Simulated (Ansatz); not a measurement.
The input, for Ansatz 0.2.0:

```yaml
crystal:
  periodic: [false, false, false]
  atoms:
    - {symbol: Al, position_ang: [0.000000, 0.000000, 1.729546]}
    - {symbol: Li, position_ang: [0.000000, 0.000000, -7.093455]}
    - {symbol: H, position_ang: [0.000000, 1.307862, 2.681955]}
    - {symbol: H, position_ang: [0.000000, -1.307862, 2.681955]}
basis:
  gaussian: {orbitals: cc-pVDZ, fitting: {mean_field: def2-universal-jkfit}}
magnetization: {spin_polarized: false}
correlation: {method: ccsd_t, electrons: outside_noble_gas}
accuracy: high
```

```sh
$ ansatz run in.yaml --threads 1 --pin off --events-out ev --progress --plain --max-ram 2393MiB
```

Log:

```
215 factors; integrals over basis functions are off by at most 4.2e-1 eV
mean field evaluation 1: about -6810.7526 eV, gradient 8.6e0 eV
mean field evaluation 2: about -6806.7017 eV, gradient 1.4e1 eV
mean field evaluation 4: about -6810.4832 eV, gradient 1.1e1 eV
mean field evaluation 8: about -6812.2186 eV, gradient 5.2e0 eV
mean field evaluation 16: about -6810.4819 eV, gradient 1.1e1 eV
mean field evaluation 32: about -6812.4624 eV, gradient 4.4e-3 eV
mean field -6812.55407016 eV, -250.3567443634 hartree, gradient 1.7e-8 eV, S^2 0.000000; 4 other end points of the search recorded, 0 dependent functions left out; unrestricted orbitals would lower it
mean field evaluation 64: about -6814.9178 eV, gradient 2.4e0 eV
determinant -6812.55407016 eV, -250.3567443634 hartree, with singles and doubles -6816.52518046 eV, -250.5026799752 hartree
determinant -6812.46238162 eV, -250.3533748716 hartree, with singles and doubles -6816.48013646 eV, -250.5010246389 hartree
determinant -6811.36979988 eV, -250.3132232334 hartree, with no singles and doubles
determinant -6812.55407016 eV, -250.3567443634 hartree, with singles and doubles -6817.06075207 eV, -250.5223618687 hartree
determinant -6812.46238162 eV, -250.3533748716 hartree, with singles and doubles -6817.05530305 eV, -250.5221616211 hartree
mean field evaluation 96: about -6806.7018 eV, gradient 1.0e1 eV
mean field evaluation 128: about -6815.1971 eV, gradient 8.3e-1 eV
unrestricted determinant -6815.26067334 eV, -250.4562101957 hartree, S^2 1.0041
6 core orbitals not correlated: weight in the atoms' cores, before any rotation towards them, 1.000 or more for the frozen orbitals, at most 0.000 for the correlated occupied ones
reference -6812.55407016 eV, -250.3567443634 hartree; 3, 3 occupied and 33, 33 virtual orbitals, 215 factors
second order -3.73444594 eV of doubles, -0.00000000 eV of singles
cycle   1  -2.92577546 eV  change   -8.6e-1 eV  update   1.5e-1
...
cycle  25  -4.50668239 eV  change   -3.4e-8 eV  update   7.8e-8
cycle  26  -4.50668246 eV  change   -7.8e-8 eV  update   4.8e-8
cycle  27  -4.50668253 eV  change   -6.3e-8 eV  update   2.9e-8
cycle  28  -4.50668255 eV  change   -2.3e-8 eV  update   1.3e-8
cycle  29  -4.50668254 eV  change    8.8e-9 eV  update   5.2e-9
cycle  30  -4.50668255 eV  change   -4.3e-9 eV  update   3.6e-9
cycle  31  -4.50668256 eV  change   -1.2e-8 eV  update   2.3e-9
cycle  32  -4.50668255 eV  change    3.4e-9 eV  update  9.9e-10
cycle  33  -4.50668255 eV  change   1.3e-10 eV  update  4.5e-10
cycle  34  -4.50668255 eV  change   2.1e-10 eV  update  2.2e-10
perturbative correction -0.43487962 eV, -0.0159815312 hartree
WARN: these amplitudes may be one of several solutions (largest doubles amplitude 0.96, level shift 5.44 eV)
Total energy: -6817.49563233 eV, -250.5383434237 hartree
```

Ran on 1 thread of AMD EPYC 9B14, shared host: 1.2 s wall, 0.15 GiB peak host memory.
